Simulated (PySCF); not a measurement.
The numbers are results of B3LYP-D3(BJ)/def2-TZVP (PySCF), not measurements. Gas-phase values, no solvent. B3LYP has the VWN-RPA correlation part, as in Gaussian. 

Reference species (SMILES): `[GaH2]` (neutral, multiplicity 2).

The dipole moment is 0.33 D.

Changed species: `[F]` (radical fragment; the reference has radical fragment).

### Question
What does the change do to the dipole moment?

### Answer
the dipole moment drops by 0.33 D, to 0.00 D.
